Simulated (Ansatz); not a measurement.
# BNH (quartet): wave-function methods side by side at distance N2–H3 = 2.724 Å, 6-31G

Aim: climb from Hartree-Fock through coupled cluster and multireference methods for BNH (quartet) at one geometry and basis, and see what each rung misses.

Program: Ansatz 0.2.0, Gaussian basis. Level of theory: 6-31G, core rule «outside noble gas», up to 2 orbitals frozen. These are calculated values, not measurements.

Plan: UHF; CCSD(T) on ROHF; BCCD(T) on ROHF; CISD; CCSDT(Q) on ROHF; CCSDT(Q) on UHF; CCSDTQ on ROHF; CASSCF and MRCISD+Q, 5 electrons in 5 orbitals; CASSCF and NEVPT2, 5 electrons in 5 orbitals; CASSCF and MRCISD+Q, 9 electrons in 9 orbitals; CASSCF and NEVPT2, 9 electrons in 9 orbitals; Full CI.

20 further runs of the same task are left out: 1 for a mislabelled method, 1 for a known fault of the program, 12 that didn't finish, 6 set aside as unsound or not needed.

## (1) The system

The geometry derives from a PBE0/def2-TZVP stationary point (not a proven minimum). One bond is set to the value named and the two fragments are kept rigid.

3 atoms, charge 0, spin multiplicity 4.

Atoms are counted from 1 here; the program's logs count them from 0.

Bond lengths: B1–N2 1.465 Å.

Coordinates:

```xyz
3
charge 0, multiplicity 4
B     0.0000    0.0222    0.8963
N     0.0000   -0.1752   -0.5554
H     0.0000    2.1963   -1.8956
```

## (2) UHF

File in.yaml:

```yaml
crystal:
  periodic: [false, false, false]
  atoms:
    - {symbol: B, position_ang: [0.000000, 0.022191, 0.896305]}
    - {symbol: N, position_ang: [0.000000, -0.175178, -0.555397]}
    - {symbol: H, position_ang: [0.000000, 2.196311, -1.895627]}
basis:
  gaussian: {orbitals: 6-31G}
magnetization: {spin_polarized: true, initial_magnetization: 3}
hamiltonian: {xc: hf}
output: {orbitals: {seedname: orbitals}}
```

Launch:

```console
> ansatz run in.yaml --threads 1 --pin off --events-out ev --progress --plain --max-ram 2393MiB
```

The runs that follow: CCSD(T) on ROHF; BCCD(T) on ROHF; CISD; CCSDT(Q) on ROHF; CCSDT(Q) on UHF; CCSDTQ on ROHF; CASSCF and MRCISD+Q, 5 electrons in 5 orbitals; CASSCF and NEVPT2, 5 electrons in 5 orbitals; CASSCF and MRCISD+Q, 9 electrons in 9 orbitals; CASSCF and NEVPT2, 9 electrons in 9 orbitals; Full CI.

Before running them: what should the planned runs give, taken together? Wanted: FCI below the RHF energy; RMP2 from FCI; RCCSD from FCI; RCCSD(T) from FCI; RCCSDT(Q) from FCI; NEVPT2 pair from FCI; MRCISD+Q pair from FCI; NEVPT2 valence from FCI; T1 diagnostic.

The runs gave:

```
                         quantity                                         value
         FCI below the RHF energy                                    -4.5479 eV
                    RMP2 from FCI                                    +671.0 meV
                   RCCSD from FCI                                    +299.1 meV
                RCCSD(T) from FCI                                     +63.1 meV
               RCCSDT(Q) from FCI                                      +4.5 meV
             NEVPT2 pair from FCI                                    +843.7 meV
           MRCISD+Q pair from FCI                                    +178.7 meV
          NEVPT2 valence from FCI                                    +352.7 meV
levels within 1 kcal/mol (43 meV)  RCCSDT, RCCSDT(Q), RCCSDTQ, MRCISD+Q valence
                    T1 diagnostic                                         0.046
   effectively unpaired electrons                                          3.13
```

**Reading.** RCCSD(T) lands +63.1 meV from the yardstick (1.4 % of the correlation energy). The occupations are near whole numbers, but T1 = 0.046 shows that the orbitals relax strongly. Of the multireference levels listed MRCISD+Q valence comes nearest in total energy (+22.0 meV), which doesn't show that its space is the better one. Coupled cluster took another determinant than the lowest Hartree-Fock one. These misses are within one basis, not against nature.
